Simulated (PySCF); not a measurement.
# SCO, singlet: the ladder up to RCCSDT(Q)

Geometry: MP2(full)/6-31G*, from the G2/97 set.

```json
{"atom": "O", "x (Å)": "0.0000", "y (Å)": "0.0000", "z (Å)": "-1.3076"}
{"atom": "C", "x (Å)": "0.0000", "y (Å)": "0.0000", "z (Å)": "-0.1288"}
{"atom": "S", "x (Å)": "0.0000", "y (Å)": "0.0000", "z (Å)": "1.4364"}
```

Basis cc-pV(D+d)Z; PySCF 2.14.0. Correlated methods freeze the noble-gas cores, which leaves 16 electrons in 44 orbitals. R marks a restricted (for open shells ROHF) determinant.

Full CI isn't at hand for all of this; RCCSDT(Q) serves as the reference, and is uncertain by the last step of the cluster series or more.

* T1 diagnostic (ROHF- or RHF-based CCSD): 0.0209
* largest doubles amplitude (ROHF- or RHF-based CCSD): 0.072

| level | E − E(RHF) (eV) |
| --- | --- |
| RMP2 | -12.0113 |
| RCCSD | -12.1507 |
| RCCSD(T) | -12.7264 |

(1) Estimate how far RCCSDT(Q) in cc-pV(D+d)Z lies from RCCSD(T). The table doesn't fix it; the size of (T) and the diagnostics are the guide.

(1) RCCSDT(Q) in cc-pV(D+d)Z lies 7.2 kJ/mol below RCCSD(T), which is 13 % of the (T) step (-55.5 kJ/mol). T1 is raised, but (T) still catches most of what CCSD lacks. The miss exceeds 1 kcal/mol.

The other levels:

| level | E − E(RCCSDT(Q)) (kJ/mol) | share of correlation (%) | wall time |
| --- | --- | --- | --- |
| RCCSDT | 5.7 | 99.54 | – |

The correlation energy at RCCSDT(Q), counted from RHF, is -12.801 eV. That run took 6 min on 1 thread of Arm Neoverse V2, shared host.

Times are those of the correlated step on a shared host, with one SCF added for the restricted CCSD run; they ran on 1 thread of Arm Neoverse V2.

Atomization energy (electronic, same basis, no zero-point term; atoms at the same level, unrestricted beside the R rows where the molecule is a closed shell; the atoms' step beyond CCSDT comes from their full CI) at RCCSDT(Q): 1278.5 kJ/mol. Errors of other levels:

| level | error (kJ/mol) |
| --- | --- |
| RHF | -448.2 |
| RMP2 | 82.6 |
| RCCSD | -52.1 |
| RCCSD(T) | -4.6 |
| RCCSDT | -5.1 |

This basis is far from its limit, so the value isn't to be set against a measured one.
